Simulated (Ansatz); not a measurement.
## Structure relaxation of Sc3Cl2

Level of theory: Ansatz 0.2.0, DFT PBE, scalar-relativistic, plane waves, PAW. Cutoff 420 eV, Γ-centred k mesh, Gaussian smearing, no spin polarisation in the final step.

The start puts Sc3Cl2 on the anti-A-type sesquioxide structure type (P-3m1, No. 164), with Cl in place of La, Sc in place of O, at a guessed volume.

```
CELL_PARAMETERS angstrom
4.30208 0.00000 0.00000
-2.15104 3.72571 0.00000
0.00000 0.00000 6.69334
ATOMIC_POSITIONS crystal
Sc 0.00000 0.00000 0.00000
Sc 0.33333 0.66667 0.64500
Sc 0.66667 0.33333 0.35500
Cl 0.33333 0.66667 0.24500
Cl 0.66667 0.33333 0.75500
```

Cell and atoms relax at zero pressure; the relaxation can't lower the symmetry of the start.

The zero of energy is the elements' standard structures at the same level (Cl₂ as a molecule); no fitted shifts are applied.

(1) What does it relax into?

(2) What are its volume, energy, density and gap?

Answers

(1) It keeps P-3m1 (No. 164). The result has the A-type sesquioxide structure. Conventional cell: a = 4.273 Å, c = 7.349 Å. Around Sc on Wyckoff site a (1 atom of the primitive cell) lie 6 Cl at 3.34 Å and 6 Sc at 3.52 Å; around Sc on Wyckoff site d (2 atoms of the primitive cell) lie 4 Cl at 2.48–2.58 Å; around Cl lie 4 Sc at 2.48–2.58 Å.

```xyz
5
Lattice="4.2726 0.0000 0.0000 -2.1363 3.7002 0.0000 0.0000 0.0000 7.3488" Properties=species:S:1:pos:R:3 pbc="T T T"
Sc    0.0000    0.0000    0.0000
Sc    0.0000    2.4668    4.8381
Sc    2.1363    1.2334    2.5107
Cl    0.0000    2.4668    2.2544
Cl    2.1363    1.2334    5.0944
```

(2) The volume per atom is 23.24 Å³. The density is 2.94 g/cm³. The energy over the elements is -0.50 eV/atom. The gap on the 12×12×6 mesh is 0 eV (a metal).

The final run used a 12×12×6 mesh on its 5-atom cell and 0.10 eV smearing. For metals, differences of a few meV/atom aren't resolved. A structure relaxed within its symmetry needn't be a true minimum. The steps took about 6 core-minutes in all.